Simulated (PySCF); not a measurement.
Compound: 1-chloro-3-methoxypropane, C4H9ClO.
Bonds: C1–O2, O2–C3, C3–C4, C4–C5, C5–Cl6. Hydrogens: H7, H8, H9 on C1; H10, H11 on C3; H12, H13 on C4; H14, H15 on C5.

Computed, not measured: core-valence-separated Tamm–Dancoff BHandHLYP/aug-pcX-1 (pcseg-1 on H, def2-SVPD on Cl) in PySCF, non-relativistic, gas phase, PBE0-D3(BJ)/def2-SVP geometry.

Computed oxygen K-edge spectrum, Gaussian lines of 0.4 eV full width, highest printed point 100; it ends one width below the last computed root. No empirical shift is added; at this level the pattern usually sits a few eV under experiment.

photon energy (eV), absorption and a bar:
```
    533.3          0 
    533.4          2 
    533.5          7 ##
    533.6         20 ######
    533.7         42 ############
    533.8         68 ####################
    533.9         84 #########################
    534.0         82 ########################
    534.1         67 ####################
    534.2         59 ##################
    534.3         66 ####################
    534.4         75 #######################
    534.5         73 ######################
    534.6         60 ##################
    534.7         52 ################
    534.8         61 ##################
    534.9         83 #########################
    535.0        100 ##############################
    535.1         94 ############################
    535.2         68 ####################
```

**Question.** Assign the maxima to core holes.

**Answer.** 3 maxima:
- 533.9 eV: O2 (ether oxygen), 533.98 eV, f = 0.011, 67 % of the height at the exact maximum; O2 (ether oxygen), 533.82 eV, f = 0.006, 31 % of the height at the exact maximum
- 534.4 eV: O2 (ether oxygen), 534.41 eV, f = 0.012, 82 % of the height at the exact maximum; O2 (ether oxygen), 534.61 eV, f = 0.004, 15 % of the height at the exact maximum
- 535.0 eV: O2 (ether oxygen), 535.07 eV, f = 0.014, 71 % of the height at the exact maximum; O2 (ether oxygen), 534.92 eV, f = 0.006, 27 % of the height at the exact maximum

Roots within 0.03 eV on the same or equivalent atoms count as one line; shares under 12 % aren't listed.

Vibrational structure and lifetime widths aren't in the curve. The ionisation threshold wasn't computed; near and above it a finite basis only mimics Rydberg series and continuum.

Shape of the structure used: `[CH3:1][O:2][CH2:3][CH2:4][CH2:5][Cl:6]`: C1–O2–C3–C4 174°, O2–C3–C4–C5 -60°, C3–C4–C5–Cl6 -65°.

One conformer stands for the species.
